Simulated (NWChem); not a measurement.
System: hydroxide (OH anion); SMILES [OH-]

NWChem input:

```
start job
memory heap 200 mb stack 900 mb global 1100 mb
charge -1
geometry units angstroms noautosym nocenter noautoz
  O      0.000000     0.000000     0.103125
  H      0.000000     0.000000    -0.864404
end
basis spherical
  * library def2-svpd
end
dft
  xc xpbe96 cpbe96
  iterations 150
end
cosmo
  dielec 37.5
end
task dft energy
```

Structure relaxed at the B3LYP/def2-SVPD level. The gas-phase anion has a positive highest level at the geometry level, so the gas reference is doubtful.

Level: PBE/def2-SVPD with COSMO at NWChem's default radii, gas-phase geometry; the question gives the dielectric constant. Reactions with the solvent are ignored.

Predict the main results of this run. (PBE/def2-SVPD, COSMO on the gas-phase geometry.) Quantities: electrostatic solvation energy (kcal/mol).


| Quantity | Value |
|---|---|
| electrostatic solvation energy (kcal/mol) | -85.0 |
